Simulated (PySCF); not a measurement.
# Molecular orbitals of SiN⁺

UHF at R = 1.803 Å; Si def2-SVP, N def2-SVP; no relativity (PySCF 2.14). State: ³Σ⁻ (triplet), unpaired electrons π ↑↑. Only the outer orbitals are listed, counted within each symmetry.

| spin | orbital | occ. | ε (eV) | on Si (%) | main shells (%) |
| --- | --- | --- | --- | --- | --- |
| α | 5σ | 1 | -38.25 | 11 | 85 N s |
| α | 6σ | 1 | -23.86 | 55 | 55 Si s, 33 N p, 12 N s |
| α | 2π | 1 | -21.78 | 9 | 91 N p |
| α | 2π | 1 | -21.78 | 9 | 91 N p |
| α | 7σ | 1 | -18.80 | 62 | 37 N p, 35 Si s, 25 Si p |
| α | 3π | 0 | -6.69 | 94 | 94 Si p |
| α | 3π | 0 | -6.69 | 94 | 94 Si p |
| α | 8σ | 0 | -2.60 | 109 | 89 Si p, 13 Si s |
| β | 5σ | 1 | -31.69 | 27 | 68 N s, 16 Si s |
| β | 6σ | 1 | -22.32 | 62 | 60 Si s, 20 N s, 18 N p |
| β | 7σ | 1 | -17.89 | 50 | 46 N p, 30 Si p, 18 Si s |
| β | 2π | 0 | -7.70 | 87 | 87 Si p, 13 N p |
| β | 2π | 0 | -7.70 | 87 | 87 Si p, 13 N p |
| β | 3π | 0 | -2.28 | 21 | 79 N p, 14 Si p |

Task: Which are the highest filled and the lowest empty level, where do they sit, and how wide is the gap?

Result: Highest filled β 7σ at -17.89 eV (in %: 46 N p, 30 Si p, 18 Si s); lowest empty β 2π at -7.70 eV (in %: 87 Si p, 13 N p); the gap at UHF is 10.19 eV.

| Property | Result |
| --- | --- |
| bond order (Mayer) | 1.13 |
| ⟨S²⟩ | 2.015 |
| charge on Si (Mulliken, basis-dependent) | 1.16 |
| charge on Si (Löwdin, basis-dependent) | 1.07 |
| dipole moment (positive dipole points towards N; it is taken about the centre of mass and depends on that origin) | -3.26 D |
| polarisability along the bond | 26.8 bohr³ |
| polarisability across the bond | 34.6 bohr³ |

Shares are Mulliken populations and can fall outside 0 to 100 %.

The state was picked by a PBE0 search and need not be the measured ground state.
